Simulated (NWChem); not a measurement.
**SCl2O2 (sulfuryl chloride): levels of theory compared**

We compute a comparison of 6 runs (PBE/STO-3G, PBE/3-21G, PBE/6-31G, PBE/6-31G*, PBE/6-31G**, PBE/6-311G**) of SCl2O2 (sulfuryl chloride). 

Program for the calculation: NWChem 7.3.0.

## 1. The molecule

SCl2O2 has 5 atoms, charge 0, and is taken as a singlet. As SMILES, `O=S(=O)(Cl)Cl`. The shape is that of a PBE0-D4/def2-TZVP optimisation.

Bond lengths: O1–S2 1.415 Å, S2–O3 1.416 Å, S2–Cl4 2.013 Å, S2–Cl5 2.013 Å. Angles: O1–S2–O3 123.0°, O1–S2–Cl4 107.8°, O1–S2–Cl5 107.8°, O3–S2–Cl4 107.8°, O3–S2–Cl5 107.8°, Cl4–S2–Cl5 100.5°.

## 2. The charge distribution at PBE/STO-3G (run 1)

Contents of mymol.nw:

```
start mymol
memory 2200 mb

geometry noautosym nocenter noautoz
  O        0.866100       0.300300      -1.246600
  S       -0.068500       0.126800      -0.197800
  O       -1.381700       0.653700      -0.241000
  Cl      -0.209600      -1.845200       0.179900
  Cl       0.793700       0.764400       1.505600
end

basis "ao basis" spherical bse
  * library STO-3G
end

dft
  xc xpbe96 cpbe96
  grid fine
  convergence energy 1e-08
  iterations 100
  mulliken
  noprint "final vectors analysis"
end

property
  dipole
  quadrupole
  mulliken
end

task dft property
```

Launch:

```sh
$ nwchem mymol.nw > mymol.out
```

Log:

```text
[...]
          Wavefunction type:  closed shell.
          No. of atoms     :     5
          No. of electrons :    66
[...]
          Charge           :     0
          Spin multiplicity:     1
[...]
          AO basis - number of functions:    37
[...]
              XC Information
              --------------
          PerdewBurkeErnzerhof Exchange Functional  1.000
            Perdew 1991 LDA Correlation Functional  1.000 local
           PerdewBurkeErnz. Correlation Functional  1.000 non-local
[...]
 d= 0,ls=0.0,diis     1  -1450.9457491371 -1.86D+03  1.68D-01  2.84D+00     0.7
[...]
 d= 0,ls=0.0,diis    13  -1451.4833308615 -1.48D-10  6.61D-08  9.98D-13     4.4
         Total DFT energy =    -1451.483330861546
      One electron energy =    -2813.405071301348
           Coulomb energy =     1055.878649865511
    Exchange-Corr. energy =      -98.823080908378
 Nuclear repulsion energy =      404.866171482669
[...]
      Total Density - Mulliken Population Analysis
     ---------------------------------------------
    Atom       Charge   Shell Charges
 -----------   ------   -------------------------------------------------------
    1 O    8     8.32   2.00  1.96  4.36
    2 S   16    14.89   2.00  1.99  5.94  1.52  3.45
    3 O    8     8.32   2.00  1.96  4.36
    4 Cl  17    17.24   2.00  2.00  5.99  1.99  5.26
    5 Cl  17    17.24   2.00  2.00  5.99  1.99  5.26
[...]
   Dipole moment        1.5465848670 Debye(s)
             DMX       -0.4329025982 DMXEFC        0.0000000000
             DMY        0.8011085864 DMYEFC        0.0000000000
             DMZ       -1.2500980458 DMZEFC        0.0000000000
   -EFC- dipole         0.0000000000 DEBYE(S)
   Total dipole         1.5465848670 DEBYE(S)
[...]
```

Run time: 5.1 s. Hardware: 1 thread of Intel Xeon 6975P-C (Granite Rapids), shared host; peak memory 0.11 GiB.

Atomic charges (e):

| atom | Mulliken | Löwdin |
| --- | --- | --- |
| O1 | -0.317 | -0.340 |
| S2 | +1.107 | +1.190 |
| O3 | -0.317 | -0.340 |
| Cl4 | -0.236 | -0.260 |
| Cl5 | -0.236 | -0.260 |

## 3. Energy and one-electron properties at PBE/3-21G (run 2)

Contents of m1.nw:

```
start m1
memory total 2200 mb
charge 0

geometry units angstroms noautosym nocenter noautoz
O        0.866100       0.300300      -1.246600
S       -0.068500       0.126800      -0.197800
O       -1.381700       0.653700      -0.241000
Cl      -0.209600      -1.845200       0.179900
Cl       0.793700       0.764400       1.505600
end

basis "ao basis" spherical bse
* library 3-21G
end

dft
xc xpbe96 cpbe96
grid fine
convergence energy 1e-08
maxiter 100
mulliken
noprint "final vectors analysis"
end

property
dipole
quadrupole
mulliken
end

task dft property
```

Launch:

```sh
$ nwchem m1.nw > m1.out
```

Log:

```text
[...]
          Wavefunction type:  closed shell.
          No. of atoms     :     5
          No. of electrons :    66
[...]
          Charge           :     0
          Spin multiplicity:     1
[...]
          AO basis - number of functions:    57
[...]
              XC Information
              --------------
          PerdewBurkeErnzerhof Exchange Functional  1.000
            Perdew 1991 LDA Correlation Functional  1.000 local
           PerdewBurkeErnz. Correlation Functional  1.000 non-local
[...]
 d= 0,ls=0.0,diis     1  -1460.4049354637 -1.87D+03  8.09D-02  2.89D+00     0.6
[...]
 d= 0,ls=0.0,diis    11  -1460.8054564252 -5.98D-09  2.37D-06  1.87D-08     5.3
         Total DFT energy =    -1460.805456425194
      One electron energy =    -2821.235073051977
           Coulomb energy =     1054.209461368770
    Exchange-Corr. energy =      -98.646016224655
 Nuclear repulsion energy =      404.866171482669
[...]
      Total Density - Mulliken Population Analysis
     ---------------------------------------------
    Atom       Charge   Shell Charges
 -----------   ------   -------------------------------------------------------
    1 O    8     8.47   1.99  0.44  2.09  1.60  2.36
    2 S   16    14.96   2.00  1.95  5.87  1.16  2.56  0.36  1.05
    3 O    8     8.47   1.99  0.44  2.09  1.60  2.36
    4 Cl  17    17.05   2.00  1.96  5.89  1.20  3.08  0.81  2.10
    5 Cl  17    17.05   2.00  1.96  5.89  1.20  3.08  0.81  2.10
[...]
   Dipole moment        0.5029592052 Debye(s)
             DMX        0.1411922488 DMXEFC        0.0000000000
             DMY       -0.2610526979 DMYEFC        0.0000000000
             DMZ        0.4060593551 DMZEFC        0.0000000000
   -EFC- dipole         0.0000000000 DEBYE(S)
   Total dipole         0.5029592052 DEBYE(S)
[...]
```

It took 6 s on 1 thread of Intel Xeon 6975P-C (Granite Rapids), shared host; peak memory 0.11 GiB.

Atomic charges (e):

| atom | Mulliken | Löwdin |
| --- | --- | --- |
| O1 | -0.473 | -0.450 |
| S2 | +1.040 | +1.170 |
| O3 | -0.473 | -0.450 |
| Cl4 | -0.047 | -0.140 |
| Cl5 | -0.047 | -0.140 |

Runs 3 to 5 aren't shown in full; the table further down has their settings and results.

## 4. The charge distribution at PBE/6-311G(d,p) (run 6)

Contents of cl2o2s.nw:

```
START cl2o2s
TITLE "Cl2O2S"
memory stack 880 mb heap 220 mb global 1100 mb

GEOMETRY units angstroms noautosym nocenter noautoz
O     0.866100    0.300300   -1.246600
S    -0.068500    0.126800   -0.197800
O    -1.381700    0.653700   -0.241000
Cl   -0.209600   -1.845200    0.179900
Cl    0.793700    0.764400    1.505600
END

BASIS spherical bse
* library 6-311G**
END

DFT
xc xpbe96 cpbe96
mult 1
grid fine
convergence energy 1e-08
iterations 100
mulliken
noprint "final vectors analysis"
END

PROPERTY
dipole
quadrupole
mulliken
END

TASK dft property
```

Launch:

```sh
$ nwchem cl2o2s.nw > cl2o2s.out
```

Log:

```text
[...]
          Wavefunction type:  closed shell.
          No. of atoms     :     5
          No. of electrons :    66
[...]
          Charge           :     0
          Spin multiplicity:     1
[...]
          AO basis - number of functions:   114
[...]
              XC Information
              --------------
          PerdewBurkeErnzerhof Exchange Functional  1.000
            Perdew 1991 LDA Correlation Functional  1.000 local
           PerdewBurkeErnz. Correlation Functional  1.000 non-local
[...]
 d= 0,ls=0.0,diis     1  -1468.0288476278 -1.87D+03  2.83D-02  4.67D+00     2.8
[...]
 d= 0,ls=0.0,diis    12  -1468.3474597312 -5.46D-09  3.00D-07  2.28D-09    21.0
         Total DFT energy =    -1468.347459731153
      One electron energy =    -2830.929602186271
           Coulomb energy =     1056.512058476971
    Exchange-Corr. energy =      -98.796087504521
 Nuclear repulsion energy =      404.866171482669
[...]
   Dipole moment        1.3695234525 Debye(s)
             DMX        0.3840601911 DMXEFC        0.0000000000
             DMY       -0.7101364403 DMYEFC        0.0000000000
             DMZ        1.1062542623 DMZEFC        0.0000000000
   -EFC- dipole         0.0000000000 DEBYE(S)
   Total dipole         1.3695234525 DEBYE(S)
[...]
```

Wall time 22 s (1 thread of Intel Xeon 6975P-C (Granite Rapids), shared host); peak memory 0.11 GiB.

Atomic charges (e):

| atom | Mulliken | Löwdin |
| --- | --- | --- |
| O1 | -0.333 | -0.380 |
| S2 | +0.824 | +0.820 |
| O3 | -0.333 | -0.380 |
| Cl4 | -0.079 | -0.030 |
| Cl5 | -0.079 | -0.030 |

## 5. The series

| run | level | energy (Eh) | dipole moment (D) | wall time |
| --- | --- | --- | --- | --- |
| 1 | PBE/STO-3G | -1451.483331 | 1.55 | 5.1 s |
| 2 | PBE/3-21G | -1460.805456 | 0.50 | 6 s |
| 3 | PBE/6-31G | -1467.884505 | 1.16 | 11 s |
| 4 | PBE/6-31G* (spherical functions) | -1468.211758 | 1.21 | 17 s |
| 5 | PBE/6-31G** (spherical functions) | -1468.211758 | 1.21 | 16 s |
| 6 | PBE/6-311G** | -1468.347460 | 1.37 | 22 s |

## 6. Outcome

```
            quantity           value
 run 6: total energy  -1468.34746 Eh
run 6: dipole moment          1.37 D
```

**Reading.** The dipole moment (its size) runs from 0.50 D (PBE/3-21G) to 1.55 D (PBE/STO-3G). The two dipoles point in opposite directions. In run 1 the basis is minimal, so the values are rough. All runs together took 77 s, the longest 22 s.
